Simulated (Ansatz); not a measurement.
# BNH₂: geometry and frequencies at several levels, part 2 of 2

The task, for BNH₂: geometry and frequencies at several levels.

Ansatz 0.2.0, Gaussian bases. The steps go on from the part before.

### Step 11. Relaxation, B2PLYP/def2-TZVPP

File input.yaml:

```yaml
crystal:
  periodic: [false, false, false]
  atoms:
    - { symbol: B, position_ang: [0.0, 0.0, -0.5713908] }
    - { symbol: "N", position_ang: [0.0, 0.0, 0.66135318] }
    - { symbol: H, position_ang: [0.0, 0.0, -1.74231802] }
    - { symbol: H, position_ang: [0.0, 0.0, 1.65235563] }
basis:
  gaussian: { orbitals: def2-TZVPP }
hamiltonian:
  xc: { name: B2PLYP }
relax:
  f_tol: 0.002
  max_steps: 150
```

Run with:

```bash
> ansatz run input.yaml --threads 2 --pin off --max-ram 5120MiB --backend cpu --events-out ev --progress --plain --runs-dir out
```

What it wrote, cut to the lines that bear on the results:

```text
Warning: RAYON_NUM_THREADS=2 ignored (pool sized by the plan → 2); use --threads N
[...]
Functional definition: B2PLYP
[...]
604 factors; integrals over basis functions are off by at most 3.3e-4 eV
[...]
mean field -2195.08615768 eV, -80.6679284120 hartree, gradient 6.0e-6 eV, S^2 0.000000; 0 other end points of the search recorded, 0 dependent functions left out
2 core orbitals not correlated: weight in the atoms' cores, before any rotation towards them, 1.000 or more for the frozen orbitals, at most 0.000 for the correlated occupied ones
reference -2195.08628107 eV, -80.6679329465 hartree; 5, 5 occupied and 83, 83 virtual orbitals, 604 factors
second order -10.16012429 eV of doubles, -0.00000000 eV of singles
[...]
relax step   1: F+E_penalty+E_count = -2197.82939124 eV  Δ(F+E_penalty+E_count) = +0.000e0 eV  max|allowed force component| = 5.556e-1 eV/Å  Δτ_max = 0.0000 Å  (38 SCF iters, accepted)
[...]
604 factors; integrals over basis functions are off by at most 3.3e-4 eV
mean field -2195.08311089 eV, -80.6678164443 hartree, gradient 2.0e-6 eV, S^2 0.000000; 1 other end points of the search recorded, 0 dependent functions left out
2 core orbitals not correlated: weight in the atoms' cores, before any rotation towards them, 1.000 or more for the frozen orbitals, at most 0.000 for the correlated occupied ones
reference -2195.08323431 eV, -80.6678209800 hartree; 5, 5 occupied and 83, 83 virtual orbitals, 604 factors
second order -10.17654348 eV of doubles, -0.00000000 eV of singles
[...]
Total energy: -2197.83090105 eV, -80.7687958703 hartree
Atom 0 at     0.000000     0.000000    -0.575069 Å, force    -0.000000    -0.000000     0.000033 eV/Å
Atom 1 at     0.000000     0.000000     0.662166 Å, force    -0.000000     0.000000    -0.000531 eV/Å
Atom 2 at    -0.000000    -0.000000    -1.739883 Å, force    -0.000000     0.000000     0.000106 eV/Å
Atom 3 at    -0.000000    -0.000000     1.652786 Å, force    -0.000000    -0.000000     0.000392 eV/Å
Dipole moment:    -0.000000     0.000000     0.013130 e Å
```

Run time: 5.2 s. Hardware: 2 threads of Intel Xeon Platinum 8488C (Sapphire Rapids), shared host; peak memory 0.17 GiB.

The steps of the relaxation:

| step | E - E(step 1) (eV) | largest force component (eV/Å) |
| --- | --- | --- |
| 1 | 0.0000 | 0.5556 |
| 2 | -0.0013 | 0.0800 |
| 3 | -0.0014 | 0.0005 |

Step 1 is the start.

Before: Bond lengths: B1–N2 1.233 Å, B1–H3 1.171 Å, N2–H4 0.991 Å. Angles: B1–N2–H4 180.0°, N2–B1–H3 180.0°.

After: Bond lengths: B1–N2 1.237 Å, B1–H3 1.165 Å, N2–H4 0.991 Å. Angles: B1–N2–H4 180.0°, N2–B1–H3 180.0°.

### Step 12. Frequencies, B2PLYP/def2-TZVPP

File input.yaml:

```yaml
crystal:
  periodic: [false, false, false]
  atoms:
    - { symbol: B, position_ang: [0.0, 0.0, -0.57506923] }
    - { symbol: "N", position_ang: [0.0, 0.0, 0.6621662] }
    - { symbol: H, position_ang: [0.0, 0.0, -1.73988305] }
    - { symbol: H, position_ang: [0.0, 0.0, 1.65278607] }
basis:
  gaussian: { orbitals: def2-TZVPP }
hamiltonian:
  xc: { name: B2PLYP }
phonons: {}
```

Run with:

```bash
> ansatz run input.yaml --threads 2 --pin off --max-ram 5120MiB --backend cpu --events-out ev --progress --plain --runs-dir out
```

What it wrote, cut to the lines that bear on the results:

```text
Warning: RAYON_NUM_THREADS=2 ignored (pool sized by the plan → 2); use --threads N
[...]
[... 1 set-up line as earlier in the session ...]
[...]
602 factors; integrals over basis functions are off by at most 3.9e-4 eV
[...]
mean field -2195.08311088 eV, -80.6678164441 hartree, gradient 6.1e-6 eV, S^2 0.000000; 0 other end points of the search recorded, 0 dependent functions left out
2 core orbitals not correlated: weight in the atoms' cores, before any rotation towards them, 1.000 or more for the frozen orbitals, at most 0.000 for the correlated occupied ones
reference -2195.08323430 eV, -80.6678209798 hartree; 5, 5 occupied and 83, 83 virtual orbitals, 602 factors
second order -10.17654351 eV of doubles, -0.00000000 eV of singles
[...]
602 factors; integrals over basis functions are off by at most 3.9e-4 eV
[...]
mean field -2195.08375818 eV, -80.6678402320 hartree, gradient 9.9e-7 eV, S^2 0.000000; 0 other end points of the search recorded, 0 dependent functions left out
2 core orbitals not correlated: weight in the atoms' cores, before any rotation towards them, 1.000 or more for the frozen orbitals, at most 0.000 for the correlated occupied ones
reference -2195.08388155 eV, -80.6678447658 hartree; 5, 5 occupied and 83, 83 virtual orbitals, 602 factors
second order -10.17354255 eV of doubles, -0.00000000 eV of singles
[...]
Total energy: -2197.83090105 eV, -80.7687958703 hartree
Atom 0 at     0.000000     0.000000    -0.575069 Å, force     0.000000    -0.000000     0.000033 eV/Å
Atom 1 at     0.000000     0.000000     0.662166 Å, force    -0.000000    -0.000000    -0.000532 eV/Å
Atom 2 at     0.000000     0.000000    -1.739883 Å, force    -0.000000     0.000000     0.000106 eV/Å
Atom 3 at     0.000000     0.000000     1.652786 Å, force    -0.000000    -0.000000     0.000393 eV/Å
Dipole moment:    -0.000000    -0.000000     0.013130 e Å
Vibrations: 474.61 474.61 747.55 747.55 1827.42 2909.59 3886.96 cm⁻¹, zero-point energy 0.686146 eV
```

It took 32 s on 2 threads of Intel Xeon Platinum 8488C (Sapphire Rapids), shared host; peak memory 0.17 GiB.

Harmonic frequencies (cm⁻¹; negative: imaginary): 475, 475, 748, 748, 1827, 2910, 3887.

### Step 13. The levels compared

| level | B1–N2 (Å) | rotational constants (MHz) | dipole (D) | highest frequency (cm⁻¹) | CPU time |
| --- | --- | --- | --- | --- | --- |
| PBE0-D4/def2-TZVPP | 1.2327 | 33197 | 0.00 | 3905 | 4.2 s |
| PBE-D4/def2-TZVPP | 1.2430 | 32692 | 0.14 | 3795 | 4.5 s |
| r2SCAN-D4/def2-TZVPP | 1.2353 | 33111 | 0.04 | 3881 | 5 s |
| B3LYP-D4/def2-TZVPP | 1.2332 | 33217 | 0.01 | 3873 | 4.2 s |
| B2PLYP/def2-TZVPP | 1.2372 | 33067 | 0.06 | 3887 | 9.7 s |

Constants are for the commonest isotopes at the equilibrium geometry; times are CPU times of the relaxations.

### Step 14. Summary of results

What follows sums up all 2 parts.

| quantity | value |
| --- | --- |
| B1–N2 at B2PLYP/def2-TZVPP | 1.237 Å |
| frequencies at B2PLYP/def2-TZVPP | 475 to 3887 cm⁻¹ |

The B–N distance spreads over 0.010 Å, from PBE0-D4/def2-TZVPP (shortest) to PBE-D4/def2-TZVPP. No mode is imaginary, so the geometry is a minimum.
